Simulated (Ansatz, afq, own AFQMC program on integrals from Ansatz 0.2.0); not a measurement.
# GeH3, doublet in def2-TZVP, levels against CCSDT(Q)

```xyz
4

Ge   -0.0130    0.0094   -0.0081
H    -1.2339   -0.0459    0.9322
H    -0.3104   -0.6947   -1.3473
H     0.4487    1.4631   -0.2347
```

Basis def2-TZVP. Noble-gas cores (and the filled d shells of Ga–Kr and In–Xe) are frozen. Ansatz 0.2.0 and our own AFQMC program on the same integrals; the CISD trial comes from CCSD amplitudes, and released means the phaseless constraint is let go. Free AFQMC starts from the CCSD state and is never constrained. Its projection time is finite, and what remains of the start isn't in its error. Error bars are statistical, one sigma. No spin–orbit coupling.

Determinant: UHF, the one that the program's search chose, which needn't be the lowest solution. The geometry is a PBE0/def2-SVP stationary point of this or a neighbouring charge and spin state.

No full CI on the walks' own integrals is used here; CCSDT(Q) serves as the reference and is uncertain by about the last step of the cluster series.

Cautions: no relativity below Rb; no spin-orbit coupling; inner d shell frozen.

The T1 diagnostic is 0.0135, the weight of the determinant in the CISD state is 0.926 and the ⟨S²⟩ of the determinant is 0.755. The size of the correlated space is 7 electrons in 52 orbitals.

```
  level  correlation energy (eV)
    MP2                  -2.8448
   CCSD                  -3.5448
CCSD(T)                  -3.6266
```

(1) Estimate where phaseless AFQMC with the Hartree–Fock trial lies against CCSD(T) on the same integrals.

(1) 3.7 ± 1.6 kJ/mol below CCSD(T).

Reference: CCSDT(Q), correlation energy -3.647 eV. The released energy is read at 2.40 1/Eh (meV from the phaseless value at times in 1/Eh: -1.3 ± 1.1 at 0.24, -1.4 ± 1.0 at 0.51, -2.3 ± 0.8 at 0.99, -2.2 ± 0.8 at 1.62, -4.0 ± 0.6 at 2.40).

```csv
level,E − E(reference) (kJ/mol),share of correlation (%)
CCSD(T),1.9,99.45
CCSDT,0.2,99.95
ph-AFQMC/HF,-1.7 ± 1.6,100.49
ph-AFQMC/CISD,0.3 ± 0.2,99.93
released AFQMC,-0.1 ± 0.06,100.04
free AFQMC,0.0 ± 0.1,100.00
```

Free projections are given only where their last times agree within the noise and don't stop above the reference; a slow remainder of the start can still hide under it. Released energies are given only where the last usable release times agree within the noise; a slower fall can still hide under it.
